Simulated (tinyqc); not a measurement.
UKS/PBE in the sto-6g basis, for H2O, spin multiplicity 3, step by step. One step of it, computed by the program tinyqc.

Question. Iteration 2: DIIS coefficients. Solve [B -1; -1 0][c; lambda] = [0; -1] for the coefficients, which sum to one.

B (overlaps of the stored error matrices):
$$\begin{pmatrix}
2.2149180e+02 & -5.2956581e-01 \\
-5.2956581e-01 & 4.6775792e-01
\end{pmatrix}$$

Give: DIIS coefficients.

Answer.

DIIS coefficients: [0.0045, 0.9955]
